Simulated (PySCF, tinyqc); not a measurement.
Inside a calculation. Method: RHF in the sto-6g basis, for H2O, spin multiplicity 1. The lowest restricted solution is unstable here: a spin-polarised one lies 0.0099 hartree lower (PySCF). One step of it, computed by the program tinyqc.

Question. Iteration 21 (converged): orbitals. Diagonalise F' = X^T F X, C = X C', fill 5 alpha and 5 beta electrons from the bottom; D = 2 C_occ C_occ^T. Each column has its largest component positive (the first on a tie).

converged F (hartree):
```
,1O 1s,1O 2s,1O 2px,1O 2py,1O 2pz,2H 1s,3H 1s
1O 1s,-20.533465,-4.964086,0.000000,0.000000,-0.019772,-0.529148,-0.529148
1O 2s,-4.964086,-2.273629,0.000000,0.000000,-0.022980,-0.547616,-0.547616
1O 2px,0.000000,0.000000,-0.388686,0.000000,0.000000,0.000000,0.000000
1O 2py,0.000000,0.000000,0.000000,-0.156070,0.000000,-0.315756,0.315756
1O 2pz,-0.019772,-0.022980,0.000000,0.000000,-0.207407,-0.236774,-0.236774
2H 1s,-0.529148,-0.547616,0.000000,-0.315756,-0.236774,-0.268287,-0.096843
3H 1s,-0.529148,-0.547616,0.000000,0.315756,-0.236774,-0.096843,-0.268287
```

X:
```
,1O 1s,1O 2s,1O 2px,1O 2py,1O 2pz,2H 1s,3H 1s
1O 1s,1.021754,-0.126765,0.000000,0.000000,-0.003350,0.013646,0.013646
1O 2s,-0.126765,1.086360,0.000000,0.000000,0.030759,-0.150961,-0.150961
1O 2px,0.000000,0.000000,1.000000,0.000000,0.000000,0.000000,0.000000
1O 2py,0.000000,0.000000,0.000000,1.043432,0.000000,-0.127418,0.127418
1O 2pz,-0.003350,0.030759,0.000000,0.000000,1.014444,-0.071164,-0.071164
2H 1s,0.013646,-0.150961,0.000000,-0.127418,-0.071164,1.062125,-0.026536
3H 1s,0.013646,-0.150961,0.000000,0.127418,-0.071164,-0.026536,1.062125
```

Give: F' = X^T F X; orbital energies; coefficients C; D after iteration 21.

Answer.

F' = X^T F X (hartree):
```
,1,2,3,4,5,6,7
1,-20.213,-2.489,0.000,0.000,-0.035,-0.044,-0.044
2,-2.489,-1.341,0.000,0.000,0.069,-0.283,-0.283
3,0.000,0.000,-0.389,0.000,0.000,0.000,0.000
4,0.000,0.000,0.000,-0.008,0.000,-0.324,0.324
5,-0.035,0.069,0.000,0.000,-0.147,-0.225,-0.225
6,-0.044,-0.283,0.000,-0.324,-0.225,-0.058,-0.025
7,-0.044,-0.283,0.000,0.324,-0.225,-0.025,-0.058
```

orbital energies (hartree): MO1 -20.536, MO2 -1.161, MO3 -0.479, MO4 -0.389, MO5 -0.383, MO6 0.296, MO7 0.439

coefficients C:
```
,MO1,MO2,MO3,MO4,MO5,MO6,MO7
1O 1s,0.997,-0.236,0.000,0.000,0.065,-0.080,0.000
1O 2s,0.013,0.950,0.000,0.000,-0.353,0.464,0.000
1O 2px,0.000,0.000,0.000,1.000,0.000,0.000,0.000
1O 2py,0.000,0.000,0.598,0.000,0.000,0.000,0.874
1O 2pz,0.001,0.037,0.000,0.000,0.755,0.685,0.000
2H 1s,-0.002,0.112,0.463,0.000,0.376,-0.641,-0.628
3H 1s,-0.002,0.112,-0.463,0.000,0.376,-0.641,0.628
```

D after iteration 21:
```
,1O 1s,1O 2s,1O 2px,1O 2py,1O 2pz,2H 1s,3H 1s
1O 1s,2.108,-0.469,0.000,0.000,0.084,-0.007,-0.007
1O 2s,-0.469,2.055,0.000,0.000,-0.463,-0.054,-0.054
1O 2px,0.000,0.000,2.000,0.000,0.000,0.000,0.000
1O 2py,0.000,0.000,0.000,0.716,0.000,0.554,-0.554
1O 2pz,0.084,-0.463,0.000,0.000,1.143,0.576,0.576
2H 1s,-0.007,-0.054,0.000,0.554,0.576,0.737,-0.121
3H 1s,-0.007,-0.054,0.000,-0.554,0.576,-0.121,0.737
```
